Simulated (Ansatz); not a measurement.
## CH₂F₂, singlet: energies of several shapes or isomers

Calculated in Ansatz's Gaussian-basis code. Basis cc-pVDZ, nonrelativistic, 3 orbitals frozen in the corrections; active space CAS(2,2). Restricted Hartree–Fock, then the lowest state-specific CASSCF solution met for each case. Coupled cluster stands on the determinant that it favours, not always the lowest RHF. Single-reference values can break down or jump between states where bonds are stretched. Solutions in different active orbitals can move differences by tenths of an eV and at times more than 1 eV.

Case A:

```xyz
5

C     0.0000    0.5029    0.0000
F     0.0000   -0.2906   -1.1097
F     0.0000   -0.2906    1.1097
H    -0.9084    1.1067    0.0000
H     0.9084    1.1067    0.0000
```

Case B. A bond is stretched, to 1.54 times the sum of the covalent radii.

```xyz
5

C     0.0000   -0.5783   -0.3352
F     0.0000    0.1939    1.5599
F     0.0000    0.4507   -1.2309
H    -0.9084   -1.1657   -0.4751
H     0.9084   -1.1657   -0.4751
```

Energy less that of case A, in eV:

```
case  RHF/ROHF  CASSCF  CCSD(T)
   B    +3.708  +2.710   +2.873
```

(1) What does SC-NEVPT2 give for these differences?

Answers

(1) B: +2.976 eV (68.6 kcal/mol).
